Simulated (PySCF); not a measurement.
Geometry (Å), atoms numbered from 1 in this order:
```xyz
8

F    -1.242    1.190    0.182
C    -0.694    0.051   -0.281
F    -0.590    0.129   -1.614
C     0.689   -0.114    0.337
F     1.528    0.799   -0.168
F     1.148   -1.343    0.038
H    -1.342   -0.802   -0.013
H     0.641    0.003    1.435
```

Geometry: PBE0-D3(BJ)/def2-SVP; GIAO shifts from PySCF, gas phase, non-relativistic, averaged over equivalent atoms.

At PBE0/cc-pVTZ (208 basis functions, 16 s wall time on 1 thread of an Intel Xeon Platinum 8488C, shared host):
```
      atoms  δ (ppm)
F1/F3/F5/F6   -150.3
      C2/C4    113.9
      H7/H8     5.57
```

δ = σ(ref) − σ, references computed at the same level: ¹⁹F (σref 182.60) vs CFCl3; ¹³C (σref 187.29), ¹H (σref 31.29) vs TMS.

Question: What do these become at BLYP/pcSseg-2?

Answer: 
```tsv
atoms	δ at BLYP/pcSseg-2	change
F1/F3/F5/F6	-168.6	-18.3
C2/C4	122.2	+8.3
H7/H8	5.88	+0.31
```

Shifts are taken against calculated references (same method and geometry level): CFCl3 for ¹⁹F (σ = 143.13 ppm); ¹³C (σ = 175.01 ppm), ¹H (σ = 31.38 ppm) vs TMS.

The largest change is at F1/F3/F5/F6 (fluorine of a CF2 group). Cost: 244 basis functions, 29 s wall time on 1 thread of an Arm Neoverse V1, shared host.

Unscaled 19F shifts against computed CFCl3 carry errors that often reach 10 to 50 ppm.
